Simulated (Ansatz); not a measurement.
Results of PBE-D3(BJ) (Ansatz, a first-principles code, plane waves, PAW) for fcc Al.

Numerical settings: plane-wave cutoff 500 eV, 30×30×30 k mesh, Fermi–Dirac smearing 0.1 eV, scalar-relativistic PAW data made under PBE.

Computed at the level's own relaxed cell.

**Question.** Predict the equilibrium volume per atom and lattice constant a.

**Answer.** 
- equilibrium volume per atom: 15.80 Å³/atom
- lattice constant a: 3.983 Å

Measured, for comparison: equilibrium volume per atom 16.22 Å³/atom, lattice constant a 4.018 Å (static lattice: zero-point anharmonic expansion removed; as tabulated in Mejia-Rodriguez and Trickey (2018), arXiv:1807.09216). Computed (rounded) less measured: equilibrium volume per atom -2.6 %, lattice constant a -0.9 %.

Computing time: very roughly 50 core-seconds.
